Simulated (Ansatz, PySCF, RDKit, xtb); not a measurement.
**Which structure has the formula AlNH2S?**

Only the formula AlNH2S is given. Aim: find the structure of lowest free energy at 298.15 K, then its properties.

Plan: many cheap relaxations first (GFN2-xTB), then density-functional screening, relaxation at BLYP-D3(BJ)/def2-SVP, vibrations and a final energy. The numbers are computed, not measured.

7 further runs of the same task are left out: 1 that didn't finish, 6 set aside as unsound or not needed.

### Step 1. Candidates

A program enumerates the bonding patterns with one Lewis structure each (two rings at most, one unusual centre or charged pair), with their diastereomers. O–O, O–halogen and N–halogen bonds and N–N–N chains are not drawn. That gives 16 candidates.

c005 [Al][NH]S; c184 [AlH+][N-]S; c194 N#[S][AlH2]; c488 [Al][NH2+][S-] (triplet); c510 [AlH2][N]=S; c534 N[S][Al] (triplet); c549 [NH]1[AlH][S]1; c641 [Al][NH]S (triplet); c693 [NH-][Al+][SH]; c810 [N]1=[S+][AlH2-]1; c820 N=[SH][Al]; c842 N=[SH][Al] (triplet); c873 [NH2][Al+][S-]; c904 [N]1=[SH][AlH]1; c963 N[S][Al]; c986 [Al][NH2+][S-].

Candidates are built by distance geometry, with a force field where one applies, in up to four conformers (letters a to d). 10 starts with atoms placed at random are added, to find patterns that the rules miss.

Q: Predict the outcome of this search (final energies at CCSD(T)/def2-TZVPP).

| quantity | value |
| --- | --- |
| lowest structure found | [NH2][Al+][S-], singlet, C2v |
| next finalist | [NH-][Al+][SH], singlet, 35.6 kcal/mol higher in G |
| share at equilibrium, among the finalists | 100.0 % |
| harmonic wavenumbers, lowest and highest (BLYP-D3(BJ)/def2-SVP) | 147 and 3554 cm⁻¹ |
| rotational constants, same geometry | 11.85, 0.09892, 0.0981 cm⁻¹ |
| dipole moment (PBE0/def2-TZVPD) | 5.48 D |
| HOMO energy (PBE0/def2-TZVPD) | -6.76 eV |
| LUMO energy (PBE0/def2-TZVPD) | -1.93 eV |
| HOMO–LUMO gap (PBE0/def2-TZVPD) | 4.83 eV |
| lowest excitation (TD-CAM-B3LYP/def2-SVPD) | 3.63 eV (f = 0.023) |
| strongest of the states computed, same level | 5.66 eV (f = 0.058) |
| lowest triplet excitation, same level, Tamm-Dancoff | 3.24 eV |
| vertical ionisation energy | 8.87 eV |
| vertical electron affinity | 0.53 eV |
| vertical triplet less singlet | +3.12 eV |

The lowest structure found is `[NH2][Al+][S-]`. The margin of 35.6 kcal/mol over the next finalist is beyond the usual error of the last level; it says nothing of structures that weren't ranked. GFN2-xTB, HF/STO-3G, r2SCAN-D4/def2-SVP, BLYP-D3(BJ)/def2-SVP, HF/def2-TZVPP and MP2/def2-TZVPP already put its bonding pattern lowest among the structures in one piece. A large T1 diagnostic among the finalists warns that one reference determinant may not suffice. It concerns: the finalist [NH-][Al+][SH] (singlet). The search is not exhaustive (a finite list of starts, one conformer a finalist), so a lower isomer can't be ruled out. The lowest isomer need not be the one that is made and kept in a bottle, which depends on barriers.
